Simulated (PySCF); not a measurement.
## AlSi⁺: frontier orbitals

PBE at R = 2.795 Å; Al pcseg-1, Si pcseg-1; no relativity (PySCF 2.14). State: ³Π (triplet), unpaired electrons σ ↑, π ↑. Only the outer orbitals are listed, counted within each symmetry.

```tsv
spin	orbital	occ.	ε (eV)	on Al (%)	main shells (%)
α	7σ	1	-17.38	10	88 Si s
α	8σ	1	-13.70	76	76 Al s, 12 Si p, 12 Si s
α	9σ	1	-10.55	45	54 Si p, 31 Al p, 13 Al s
α	3π	1	-10.31	12	88 Si p, 12 Al p
α	3π	0	-10.09	14	86 Si p, 14 Al p
α	4π	0	-7.92	88	88 Al p, 12 Si p
α	4π	0	-7.85	86	86 Al p, 14 Si p
β	7σ	1	-16.22	16	81 Si s, 13 Al s
β	8σ	1	-12.98	76	77 Al s, 18 Si s
β	3π	0	-9.56	19	81 Si p, 19 Al p
β	9σ	0	-9.23	46	53 Si p, 34 Al p, 11 Al s
β	3π	0	-8.82	35	64 Si p, 35 Al p
```

Task: Which are the highest filled and the lowest empty level, where do they sit, and how wide is the gap?

Result: Highest filled α 3π at -10.31 eV (in %: 88 Si p, 12 Al p); lowest empty α 3π at -10.09 eV (in %: 86 Si p, 14 Al p); the gap at PBE is 0.22 eV. Both belong to one degenerate shell, split only by its one-sided filling, so this is no excitation gap.

```json
{
  "bond order (Mayer)": "0.77",
  "⟨S²⟩": "2.006",
  "charge on Al (Mulliken, basis-dependent)": "0.64",
  "charge on Al (Löwdin, basis-dependent)": "0.60",
  "dipole moment (positive dipole points towards Si; it is taken about the centre of mass and depends on that origin)": "-1.53 D",
  "polarisability along the bond": "106.4 bohr³",
  "polarisability across the bond": "43.8 bohr³"
}
```

The state is the lowest determinant that a PBE0 search found; another state may lie lower at other levels.
